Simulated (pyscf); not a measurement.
Structures and frequencies: ωB97X-D3(BJ)/def2-SVP in PySCF. MP2 and CC: frozen core, UHF for open shells. ΔMP2 is the change of the MP2 total energy from the triple- to the quadruple-zeta basis.

Task: Estimate by transition-state theory the rate constant of F–BH–F (SMILES FBF) + SiH₄ (SMILES [SiH4]) -> F–SiH₃ (SMILES F[SiH3]) + H₂B–F (SMILES BF) (singlet surface; B–F, H–Si broken, F–Si, B–H formed) at 900 K, with CCSD(T)/def2-TZVPP + ΔMP2(QZVPP) energies (ideal gas, 1 atm, RRHO with modes under 100 cm⁻¹ raised to 100, one conformer, R ln 2 for rigid chiral ones; no tunnelling).

Result: The electronic barrier is 27.4 kcal/mol and the thermal terms add +32.2, so ΔG‡ = 59.6 kcal/mol. With k_BT/h = 1.88e+13 s⁻¹ and RT = 1.788 kcal/mol, and a volume of 1.23e-19 cm³ per molecule at 1 atm, k = 7.6e-21 cm³ molecule⁻¹ s⁻¹. Wigner's tunnelling factor for 390i cm⁻¹ would be 1.02. A shift of 1 kcal/mol in the barrier changes k by a factor 1.7. This is the saddle that the search found; another between the same sides may lie lower. The CCSD(T) − MP2 part came from Ansatz, without density fitting, on the same reference.
